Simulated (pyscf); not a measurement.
F–N(F)–F + silane (SiH₄) → F–SiH₃ + F–NH–F (four-centre exchange; singlet surface; F–N, H–Si broken, F–Si, H–N formed). PySCF, gas phase, ωB97X-D3(BJ)/def2-SVP geometries. Energies in eV from the separated reactants.

| level | barrier | reaction energy |
|---|---|---|
| ωB97X-D3(BJ)/def2-TZVP | 2.77 | -3.21 |
| r²SCAN/def2-TZVP | 1.63 | -3.09 |
| B3LYP-D3(BJ)/def2-TZVP | … | … |
| M06-2X/def2-TZVP | … | -3.41 |
| ωB97M-D3(BJ)/def2-TZVP | 2.64 | -3.27 |
| HF/def2-TZVP | 4.37 | -3.64 |

Question: Complete the blanks.

Answer: 
- B3LYP-D3(BJ)/def2-TZVP, barrier: 2.01
- B3LYP-D3(BJ)/def2-TZVP, reaction energy: -3.26
- M06-2X/def2-TZVP, barrier: 2.72

The functionals in the table span 1.14 eV in this barrier, from r²SCAN to ωB97X-D3(BJ). One saddle was located; it need not be the lowest between these sides. One closed-shell reference is unstable to symmetry breaking; treat the single-reference values with care.
